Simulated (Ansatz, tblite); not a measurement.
**The cluster Cu₂F+: adding an electron**

What does adding an electron cost or gain for the cluster Cu₂F+? Each charged state is run at several levels.

Program: Ansatz 0.2.0, Gaussian basis. Level of theory: as each input shows. These are calculated values, not measurements.

Plan: charge 0 doublet, at the geometry of the singlet (PBE0-D4/def2-TZVP, PBE-D4/def2-TZVP, r2SCAN-D4/def2-TZVP); the starting singlet's energies come from earlier runs.

1 further run of the same task is left out (set aside as unsound or not needed). Runs told in other sessions of the task aren't counted.

### Step 1. The structure

The singlet was relaxed beforehand with PBE-D4/def2-TZVP. At that level it is the lowest of the isomers that a small search found.

3 atoms, charge 1, spin multiplicity 1.

Atoms are counted from 1 here; the program's logs count them from 0.

Bond lengths: Cu1–F3 1.868 Å, Cu2–F3 1.868 Å. Angles: Cu1–F3–Cu2 179.4°.

No spin-orbit coupling is included. The ion is computed in the gas phase, without counter-ions or solvent.

### Step 2. Charge 0 doublet at the fixed geometry, PBE0-D4/def2-TZVP

The input, in.yaml:

```yaml
crystal:
  periodic: [false, false, false]
  atoms:
    - {symbol: Cu, position_ang: [0.538358, 1.483446, -0.999335]}
    - {symbol: Cu, position_ang: [-0.544867, -1.482075, 0.997754]}
    - {symbol: F, position_ang: [0.006498, -0.001372, 0.001571]}
basis:
  gaussian: {orbitals: def2-TZVP}
magnetization: {spin_polarized: true, initial_magnetization: 1}
hamiltonian: {xc: pbe0, dispersion: d4}
output: {orbitals: {seedname: orbitals}}
```

Run with:

```sh
> ansatz run in.yaml --threads 4 --pin off --events-out ev --progress --plain --max-ram 3916MiB
```

Output:

```text
Functional definition: PBE0
  name "PBE0"
  cite "Adamo & Barone, J. Chem. Phys. 110, 6158 (1999) doi:10.1063/1.478522"
  cite "Perdew, Burke & Ernzerhof, Phys. Rev. Lett. 77, 3865 (1996) doi:10.1103/PhysRevLett.77.3865"
  parent pbe
  parameter a = 0.25
  parameter kappa = 0.804
  parameter beta = 0.06672455060314922
  exchange = (1 - a)*pbe_x(kappa = kappa, mu = beta*pi^2/3) + a*exact_x
  correlation = pbe_c(beta = beta)
1151 factors; integrals over basis functions are off by at most 8.0e-4 eV
mean field evaluation 1: about -91974.8439 eV, gradient 6.8e1 eV
mean field evaluation 2: about -91749.8734 eV, gradient 3.5e2 eV
mean field evaluation 4: about -91982.6885 eV, gradient 1.8e1 eV
mean field evaluation 8: about -91983.5565 eV, gradient 9.8e-1 eV
mean field evaluation 16: about -91983.5592 eV, gradient 4.0e-3 eV
mean field -91983.55919885 eV, -3380.3334518621 hartree, gradient 3.5e-5 eV, S^2 0.753668; 0 other end points of the search recorded, 0 dependent functions left out
reference -91983.55923553 eV, -3380.3334532101 hartree; 34, 33 occupied and 87, 88 virtual orbitals, 1151 factors
Total energy: -91983.60434341 eV, -3380.3351108939 hartree
```

Run time: 4.4 s. Hardware: 4 threads of Arm Neoverse N1, shared host.

HOMO -4.16 eV, LUMO -2.79 eV (over both spins); ⟨S²⟩ 0.754 (pure: 0.75).

### Step 3. Charge 0 doublet at the fixed geometry, PBE-D4/def2-TZVP

start.molden holds the orbitals of an earlier run on this state, given as this run's starting guess.

Edit in.yaml of step 2 so:

```diff
@@ -7,5 +7,6 @@
 basis:
-  gaussian: {orbitals: def2-TZVP}
+  gaussian: {orbitals: def2-TZVP, initial_orbitals: start.molden}
 magnetization: {spin_polarized: true, initial_magnetization: 1}
-hamiltonian: {xc: pbe0, dispersion: d4}
+hamiltonian: {xc: pbe, dispersion: d4}
+scf: {omitted_lower_state_checks: [starts]}
 output: {orbitals: {seedname: orbitals}}
```

The command is unchanged.

Output:

```text
Functional definition: PBE
  name "PBE"
  cite "Perdew, Burke & Ernzerhof, Phys. Rev. Lett. 77, 3865 (1996) doi:10.1103/PhysRevLett.77.3865"
  parent pbe
  parameter kappa = 0.804
  parameter beta = 0.06672455060314922
  exchange = pbe_x(kappa = kappa, mu = beta*pi^2/3)
  correlation = pbe_c(beta = beta)
these checks for a lower state are left out or cut short: starts
1062 factors; their error is unknown
mean field evaluation 1: about -91983.7754 eV, gradient 8.2e0 eV
mean field evaluation 2: about -91984.0085 eV, gradient 5.1e-1 eV
mean field evaluation 4: about -91983.9515 eV, gradient 5.6e-2 eV
mean field evaluation 8: about -91983.9515 eV, gradient 5.6e-6 eV
mean field -91983.95150204 eV, -3380.3478687383 hartree, gradient 5.6e-6 eV, S^2 0.756200; 0 other end points of the search recorded, 0 dependent functions left out
reference -91983.95155021 eV, -3380.3478705084 hartree; 34, 33 occupied and 87, 88 virtual orbitals, 1062 factors
Total energy: -91984.00427132 eV, -3380.3498079734 hartree
Checks for a lower state left out: starts
```

It took 2.8 s on 4 threads of Arm Neoverse N1, shared host.

Report: HOMO -4.13 eV, LUMO -3.53 eV (over both spins); ⟨S²⟩ 0.756 (pure: 0.75).

### Step 4. Charge 0 doublet at the fixed geometry, r2SCAN-D4/def2-TZVP

Edit in.yaml of step 3 so:

```diff
@@ -9,3 +9,3 @@
 magnetization: {spin_polarized: true, initial_magnetization: 1}
-hamiltonian: {xc: pbe, dispersion: d4}
+hamiltonian: {xc: r2scan, dispersion: d4}
 scf: {omitted_lower_state_checks: [starts]}
```

Launched as before.

Output:

```text
Functional definition: r2SCAN
  name "r2SCAN"
  cite "Furness, Kaplan, Ning, Perdew & Sun, J. Phys. Chem. Lett. 11, 8208 (2020) doi:10.1021/acs.jpclett.0c02405"
  cite "Furness, Kaplan, Ning, Perdew & Sun, J. Phys. Chem. Lett. 11, 9248 (2020) doi:10.1021/acs.jpclett.0c03077"
  parent r2scan
  parameter k0 = 0.174
  parameter k1 = 0.065
  parameter a1 = 4.9479
  exchange = r2scan_x(k0 = k0, k1 = k1, a1 = a1)
  correlation = r2scan_c
these checks for a lower state are left out or cut short: starts
1062 factors; their error is unknown
mean field evaluation 1: about -91997.5777 eV, gradient 4.9e0 eV
mean field evaluation 2: about -91997.6894 eV, gradient 5.8e-1 eV
mean field evaluation 4: about -91997.6372 eV, gradient 9.1e-2 eV
mean field evaluation 8: about -91997.6373 eV, gradient 1.2e-5 eV
mean field -91997.63726034 eV, -3380.8508110793 hartree, gradient 1.2e-5 eV, S^2 0.784000; 0 other end points of the search recorded, 0 dependent functions left out
reference -91997.63728545 eV, -3380.8508120019 hartree; 34, 33 occupied and 87, 88 virtual orbitals, 1062 factors
Total energy: -91997.64815394 eV, -3380.8512114116 hartree
Checks for a lower state left out: starts
```

Run time: 6.5 s. Hardware: 4 threads of Arm Neoverse N1, shared host.

Report: HOMO -4.19 eV, LUMO -3.49 eV (over both spins); ⟨S²⟩ 0.784 (pure: 0.75).

### Step 5. Vertical electron affinity

Starting state less charged state (positive: the electron is bound), singlet to doublet; the starting state's energies are those of its earlier runs.

| level | vertical electron affinity (eV) | time |
| --- | --- | --- |
| PBE-D4/def2-TZVP | +6.51 | 4.1 s |
| r2SCAN-D4/def2-TZVP | +6.29 | 9.7 s |
| PBE0-D4/def2-TZVP | +5.86 | 8 s |

Times add the two runs; a level without a time comes out of a correlated run.

Beside −ε(LUMO) of the starting state:

| level | −ε(LUMO) (eV) | by difference (eV) | mismatch (eV) |
| --- | --- | --- | --- |
| PBE-D4/def2-TZVP | 8.91 | 6.51 | +2.40 |
| r2SCAN-D4/def2-TZVP | 8.41 | 6.29 | +2.12 |
| PBE0-D4/def2-TZVP | 7.55 | 5.86 | +1.69 |

### Step 6. Results

| quantity | value |
| --- | --- |
| vertical electron affinity, functionals in def2-TZVP | 5.86 (PBE0-D4) to 6.51 eV (PBE-D4) |

What this shows: The vertical electron affinity spans 5.86 to 6.51 eV over the functionals. −ε(LUMO) misses the level's own difference by +1.69 eV at best (PBE0-D4) and +2.40 eV at worst (PBE-D4). The charged states' spins were chosen beforehand and needn't be their lowest.
